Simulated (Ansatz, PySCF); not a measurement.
Molecule: C$_{3}$H$_{7}$O (charge 0, doublet). SMILES: [CH2]OCC
Coordinates optimised at B3LYP-D3(BJ)/def2-TZVP (Ansatz, a program for electronic structure):
```xyz
11

O      0.1665    -0.7093     0.1652
C     -0.0138     0.6792    -0.1182
C      1.4396    -1.1572     0.0994
C     -1.4905     0.9946    -0.0588
H      0.5477     1.2666     0.6160
H      0.3972     0.8950    -1.1115
H      2.1572    -0.5996    -0.4916
H      1.5421    -2.2189     0.2624
H     -2.0409     0.4061    -0.7938
H     -1.8914     0.7728     0.9309
H     -1.6552     2.0527    -0.2691
```
Charge 0, spin multiplicity 2.

Unscaled harmonic wavenumbers (cm⁻¹) in rising order, each level at the stationary point that it reaches from this structure (no distance between atoms moves by over 0.3 Å); the order of modes can differ between levels, and a negative number is imaginary. B3LYP-D3(BJ)/def2-TZVP (PySCF, at the structure above): 87, 236, 288, 297, 477, 535, 822, 859, 1042, 1113, 1178, 1216, 1273, 1300, 1402, 1426, 1483, 1485, 1501, 1521, 2995, 3028, 3042, 3108, 3113, 3115, 3261.

HF/6-31G* (Ansatz): 105, 249, 291, 315, 506, 853, 887, 950, 1129, 1213, 1298, 1330, 1381, 1426, 1543, 1584, 1623, 1629, 1645, 1680, 3188, 3214, 3227, 3277, 3279, 3292, 3416. Zero-point energy 63.7 against 58.9 kcal/mol; where all levels lie over 400 cm⁻¹, the wavenumbers are on average 1.104 times those of B3LYP-D3(BJ)/def2-TZVP.

B3LYP/6-31G* (Ansatz): 90, 242, 296, 299, 476, 675, 826, 870, 1050, 1124, 1192, 1230, 1287, 1310, 1418, 1450, 1500, 1514, 1530, 1550, 3006, 3047, 3061, 3112, 3132, 3138, 3260. Zero-point energy 59.6 against 58.9 kcal/mol; where all levels lie over 400 cm⁻¹, the wavenumbers are on average 1.020 times those of B3LYP-D3(BJ)/def2-TZVP.
